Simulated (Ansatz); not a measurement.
Cost and result for the atomization energy of CH7AlO, SMILES `C[OH+][AlH3-]` (10 atoms, 9 bonds).

```xyz
10

C     0.334   -1.323   -0.307
O    -0.632   -0.356    0.126
Al   -0.056    1.523    0.428
H    -0.094   -2.323   -0.240
H     0.667   -1.105   -1.323
H     1.175   -1.237    0.379
H    -1.435   -0.411   -0.404
H     0.699    1.792   -0.962
H     0.868    1.309    1.714
H    -1.527    2.132    0.589
```

The species carries charge 0 and has multiplicity 1. The geometry is a stationary point of PBE0-D4/def2-TZVP. Program: Ansatz. All runs use 2 threads of a server CPU on a shared host. Times are those of one run each, without the atoms' runs, and a repeat can differ threefold. Electronic energies, without spin–orbit coupling; frozen cores. CCSD(T)/CBS adds CCSD(T) − MP2 in def2-TZVPP to the MP2 limit, and its time is that of the two runs behind it. T1 = 0.009.

CCSD(T)/CBS is a level of theory with its own doubt, some kJ/mol a heavy atom from the limit and from the frozen cores, so smaller differences don't rank the functionals.

```tsv
level	functions	atomization (kcal/mol)	difference from CCSD(T)/CBS	per bond
r2SCANh-D4/def2-TZVPP	202	745.6	-7.4	-0.8
BLYP-D4/def2-TZVPP	202	744.8	-8.2	-0.9
r2SCAN-D4/def2-TZVPP (with forces)	202	749.0	-4.0	-0.4
PBE0-D4/def2-TZVPP	202	740.5	-12.5	-1.4
CCSD(T)/CBS(def2)	–	753.0	0.0	0.0
CCSD(T)/def2-SVP	81	716.3	-36.7	-4.1
revPBE-D4/def2-TZVPP	202	734.4	-18.6	-2.1
PBE-D4/def2-TZVPP (with forces)	202	748.4	-4.6	-0.5
CAM-B3LYP-D4/def2-TZVPP	202	754.6	1.6	0.2
CCSD(T)/def2-TZVPP	202	735.6	-17.4	-1.9
ωB97M-V/def2-TZVPP (with forces)	202	751.8	-1.2	-0.1
MP2/def2-QZVPP	394	745.8	-7.2	-0.8
PBE-QIDH/def2-TZVPP	202	738.7	-14.3	-1.6
```

(1) Order the runs by time, with rough figures. (Estimate.)

Results:

(1) The calculation gave: CCSD(T)/def2-SVP 3 s; revPBE-D4/def2-TZVPP 3.4 s; BLYP-D4/def2-TZVPP 3.4 s; PBE-D4/def2-TZVPP (with forces) 4.2 s; PBE0-D4/def2-TZVPP 4.4 s; CAM-B3LYP-D4/def2-TZVPP 5.5 s; r2SCAN-D4/def2-TZVPP (with forces) 7.5 s; r2SCANh-D4/def2-TZVPP 8 s; PBE-QIDH/def2-TZVPP 8.5 s; ωB97M-V/def2-TZVPP (with forces) 18 s; MP2/def2-QZVPP 29 s; CCSD(T)/def2-TZVPP 79 s; CCSD(T)/CBS(def2) 110 s.

In def2-TZVPP, CCSD(T) changes the Hartree–Fock value by +177.9 kcal/mol (the triples alone add +7.0 kcal/mol) and MP2 by +177.8 kcal/mol; breaking electron pairs costs correlation energy, which Hartree–Fock lacks. From PBE to PBE0 (25 % exact exchange), in def2-TZVPP and without D4, the atomization energy moves by −7.4 kcal/mol: exact exchange takes away binding that semilocal exchange gives to molecules. Leaving LDA and LC-ωPBE aside and taking each functional with its dispersion term where it has one, the values, not all of them listed here, spread over 23.4 kcal/mol, from BHLYP-D4 to B97M-V. LDA lies +95.1 kcal/mol from PBE without D4, its usual overbinding.
